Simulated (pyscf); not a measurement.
## Four-centre exchange: HO–BH–OH + hydrogen (H₂) → HO–BH–OH + hydrogen (H₂)

Gas phase, singlet surface, charge 0. Bonds broken: B2–H7, H5–H8. Bonds formed: B2–H5, H7–H8. PySCF, gas phase, ωB97X-D3(BJ)/def2-SVP geometries.

Transition state (Å):

```xyz
8

O     -0.7810     0.5982    -0.4173
B     -0.3607    -0.4127     0.4661
O      0.6097    -0.2510     1.4718
H     -1.1029     1.3592     0.0771
H     -1.3995    -1.0044     1.1016
H      1.4368     0.0597     1.0891
H     -0.0939    -1.4668    -0.3406
H     -0.9086    -1.5805     0.3444
```

One imaginary mode, 1281i cm⁻¹; descent along it reached the two sides named.

```csv
bond,change,reactant side (Å),saddle,product side
B2–H7,breaks,1.211,1.354,4.4
H5–H8,breaks,0.761,1.071,4.1
B2–H5,forms,4.3,1.354,1.211
H7–H8,forms,4.0,1.070,0.761
```

Electronic energies relative to the separated reactants (kcal/mol):

| level | barrier | reaction energy | reverse barrier |
|---|---|---|---|
| ωB97X-D3(BJ)/def2-TZVP | 50.7 | 0.0 | 50.7 |
| PBE/def2-TZVP | 43.7 | 0.0 | 43.7 |
| r²SCAN/def2-TZVP | 46.4 | 0.0 | 46.4 |
| B3LYP-D3(BJ)/def2-TZVP | 50.6 | 0.0 | 50.6 |
| PBE0-D3(BJ)/def2-TZVP | 45.3 | 0.0 | 45.3 |
| M06-2X/def2-TZVP | 52.4 | 0.0 | 52.4 |
| ωB97M-D3(BJ)/def2-TZVP | 50.1 | 0.0 | 50.1 |
| HF/def2-TZVP | 66.1 | 0.0 | 66.1 |

With ωB97M-D3(BJ)/def2-TZVP energies and thermal terms (ideal gas, 1 atm, RRHO with modes under 100 cm⁻¹ raised to 100, one conformer, R ln 2 for chiral ones without a mode under 150 cm⁻¹), in kcal/mol:

| T (K) | ΔH‡ | ΔG‡ | ΔH | ΔG |
|---|---|---|---|---|
| 298 | 51.8 | 60.3 | 0.0 | 0.0 |
| 600 | 50.7 | 69.5 | 0.0 | 0.0 |
| 900 | 50.3 | 79.0 | 0.0 | 0.0 |
| 1200 | 50.3 | 88.6 | 0.0 | 0.0 |

At the saddle there is also a short B–H contact that neither side keeps. One saddle was located; it need not be the lowest between these sides.
